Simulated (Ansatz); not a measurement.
Ge–CH$_{2}$, triplet in cc-pVTZ: errors against UCCSDT(Q)

Geometry: a point of a stretch scan, not a stationary point.

```yaml
atoms:
  - { symbol: Ge, position_ang: [0.0000, 0.0000, 0.3691] }
  - { symbol: C, position_ang: [0.0000, 0.0000, -1.8249] }
  - { symbol: H, position_ang: [0.0000, 0.9089, -2.4279] }
  - { symbol: H, position_ang: [0.0000, -0.9089, -2.4279] }
```

Basis cc-pVTZ; Ansatz 0.2.0. Correlated methods freeze the noble-gas cores and the filled d shells of p-block atoms, which leaves 10 electrons in 86 orbitals. Prefix R: restricted or restricted open-shell reference; prefix U: unrestricted. Active spaces: pair = (4e, 4o) about the gap; valence = (10e, 10o) chosen from the atoms' valence shells. No spin–orbit coupling is included, and no scalar relativity.

Full CI isn't at hand for all of this; UCCSDT(Q) serves as the reference, and is uncertain by the last step of the cluster series or more. The frozen core follows each run's orbitals, which can shift R against U totals by a few meV for light atoms and by up to 0.1 eV past Ca.

The UHF ⟨S²⟩ is 2.038. The T1 diagnostic (RCCSD) is 0.0235, the largest doubles amplitude (RCCSD) is 0.049 and the T1 diagnostic (UCCSD) is 0.0255.

| level | E − E(UHF) (eV) |
| --- | --- |
| UMP2 | -5.8212 |
| UCCSD | -6.6882 |
| UCCSD(T) | -6.9579 |

Estimate how far UCCSDT(Q) in cc-pVTZ lies from UCCSD(T). The table doesn't fix it; the size of (T) and the diagnostics are the guide.

UCCSDT(Q) in cc-pVTZ lies 4.9 kJ/mol below UCCSD(T), which is 19 % of the (T) step (-26.0 kJ/mol). The diagnostics are small and the rest is a small part of (T), but (T) is large here. The miss exceeds 1 kcal/mol.

The other levels:

```tsv
level	E − E(UCCSDT(Q)) (kJ/mol)	wall time
UCCSDT	1.5	–
```

Run but not shown, since their state, orbitals or frozen core can't be matched to the reference's or they repeat it: RHF, RMP2, RCCSD, RCCSD(T), BCCD(T), RCCSDT, RCCSDT(Q), CASSCF (pair space), NEVPT2 (pair space), CASSCF (valence space), NEVPT2 (valence space).

Natural occupations of CASSCF (valence space) about the gap: 1.981 1.976 1.975 1.948 1.000 0.990 0.047 0.039 0.022 0.022; effectively unpaired electrons, Σ n²(2−n)², 2.03.
